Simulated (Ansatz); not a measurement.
One elementary step

Start structure (SiNH₆Cl, closed shell), relaxed at PBE0-D4/def2-TZVP:

```xyz
9
angstrom
Si -0.3780 -0.4163 -1.0151
N -0.0097 -0.3913 0.6974
H -1.3332 0.6875 -1.2662
H 0.8994 -0.2011 -1.7332
H -0.9834 -1.6966 -1.4732
H 0.6896 1.1635 1.0841
Cl 1.2227 2.3519 1.3737
H 0.6955 -1.0468 1.0095
H -0.8031 -0.4507 1.3231
```

The step: SiNH₅ ([NH2][SiH3]) + HCl → SiH₃Cl ([SiH3][Cl]) + NH₃; bonds formed: Si1–Cl7, N2–H6; bonds broken: Si1–N2, H6–Cl7. Ansatz 0.2.0; basis: def2-TZVPP and def2-QZVPP; cores frozen in the correlated methods. Extrapolation: Hartree–Fock as exp(−7.88 √X), correlation as X^−2.97. Energies below are by CCSD(T) at an estimated basis limit (MP2 extrapolated from triple and quadruple zeta, plus CCSD(T) − MP2 in triple zeta).

(1) What are the electronic barrier and the energy of the step, from the start structure to the end structure? (To be estimated.)

The T1 diagnostic stays at or below 0.010.

## Answers

(1) By the calculation: Barrier 30.3 kJ/mol; step energy -38.4 kJ/mol (downhill); reverse barrier, their difference, 68.7 kJ/mol. Barrier and step energy count from the start structure, the reverse barrier from the end structure.

The saddle point: One imaginary mode of 130i cm⁻¹.
```json
{"pair": "Si1–Cl7", "start (Å)": "3.99", "saddle (Å)": "2.79", "end (Å)": "2.07"}
{"pair": "N2–H6", "start (Å)": "1.75", "saddle (Å)": "1.08", "end (Å)": "1.01"}
{"pair": "Si1–N2", "start (Å)": "1.75", "saddle (Å)": "1.86", "end (Å)": "3.00"}
{"pair": "H6–Cl7", "start (Å)": "1.33", "saddle (Å)": "1.85", "end (Å)": "3.30"}
```

Zero-point energy (harmonic, PBE0-D4): ZPE is 158.6 kJ/mol at the start and 167.5 kJ/mol at the saddle, so the barrier goes from 30.3 to 39.2 kJ/mol.

Hydrogen chloride, the by-product of chloride precursors, can attack films and sites by steps of this kind.

Labels in which every atom is bracketed show which atoms are joined, not bond orders.

For scale, one of the runs: CCSD(T)/def2-TZVPP, 199 basis functions, launched by `ansatz run in.yaml --threads 2 --pin off --events-out ev --progress --plain --max-ram 4352MiB`. The run took 61 s on 2 CPU threads of an Arm Neoverse V1 (shared host), with 2.2 GiB of host memory at its peak.
